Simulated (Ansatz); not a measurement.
Basis-set extrapolation for H$_{4}$SSi (`[SiH3]S`) (PBE0-D4/def2-TZVP geometry, frozen core, the Gaussian-basis code of Ansatz). Multiplicity 1, RHF reference.

```json
{"": "HF", "cc-pV(T+d)Z": "-688.851014", "cc-pV(Q+d)Z": "-688.858409"}
{"": "MP2 correlation", "cc-pV(T+d)Z": "-0.311096", "cc-pV(Q+d)Z": "-0.336584"}
{"": "CCSD(T) correlation", "cc-pV(T+d)Z": "-0.365947", "cc-pV(Q+d)Z": "not run"}
```

Energies in hartree. Use E(X) = E(∞) + A·exp(−5.46·√X) for Hartree–Fock and E(X) = E(∞) + B·X^(−3.05) for correlation, with X = 3 and 4, and add CCSD(T) minus MP2 of the smaller set to the MP2 limit.

Task: What is the CCSD(T) energy at the basis-set limit?

Result: HF limit: -688.858409 + (-0.007395) × 0.30130 = -688.86064. MP2 limit: -0.336584 + (-0.025488) × 0.71189 = -0.35473. Higher-order term: -0.365947 − (-0.311096) = -0.05485. Total: -689.27022 hartree, 139.8 kJ/mol below CCSD(T)/cc-pV(T+d)Z.
